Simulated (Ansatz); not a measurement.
# Isomers

Structures of NaSiH3S, closed shell, relaxed at PBE0-D4/def2-TZVP (vibrations not checked; lower isomers may exist, and structures with a doubtful reference or unclear bonds are left out). Ansatz 0.2.0; basis: def2-TZVPP; cores frozen in the correlated methods. The outer core shell of Li, Na, Mg and K is correlated. The def2 sets are not built for correlating such inner shells, so the correlated values are less sure here. B3LYP uses VWN-RPA correlation.

Q: Rank them by CCSD(T) energy, lowest first, and give each one's height above the lowest. Links in brackets join atoms within 1.22 times the sum of their covalent radii (1.1 for two metals). (To be estimated.)
A.
NaSiH₃S ([H]1[Na]23[H][Si]12[SH]3)
```
6
angstrom
Na 1.1562 -0.6723 -1.3620
Si -1.1197 0.4261 -0.0703
S 0.5527 -0.5725 1.2126
H -1.1516 -0.8779 -0.9265
H -0.1174 1.0729 -1.1019
H 1.0192 0.5522 1.7754
```
B.
NaSiH₃S ([H]1[Na]2[S][SiH2]12)
```
6
angstrom
Na -1.4363 -1.2289 1.5151
S -1.4971 -0.5064 -0.8943
Si 0.3324 0.2799 -0.3361
H 1.5299 -0.2763 -1.0319
H 0.4564 1.7663 -0.3907
H 0.6147 -0.0345 1.1379
```
C.
NaSiH₃S ([Na][SiH2][SH])
```
6
angstrom
Na -2.8978 0.6108 0.2828
Si -0.2980 0.0625 -0.4358
S 0.7235 -0.1523 1.4848
H 0.0082 -1.1971 -1.1979
H 0.4905 1.0912 -1.1983
H 1.9737 -0.4151 1.0643
```

A: The calculation gives: B (0.0 kJ/mol), A (120.1 kJ/mol), C (131.2 kJ/mol). Heights count from the lowest.

Q: Do PBE-D4, r2SCAN-D4, PBE0-D4, B3LYP-D4, wB97M-V, HF, MP2 give the same order? (Judge from chemistry; the calculation decides.)

A: The calculation gives: Lowest first: HF B < C < A. The others agree with CCSD(T).

The T1 diagnostic stays at or below 0.012.

For scale, one of the runs: CCSD(T)/def2-TZVPP, 158 basis functions, launched by `ansatz run in.yaml --threads 2 --pin off --events-out ev --progress --plain --max-ram 4352MiB`. Time: 37 s of wall clock on 2 CPU threads of an Arm Neoverse N1; the host was shared. Peak host memory: 1.1 GiB.
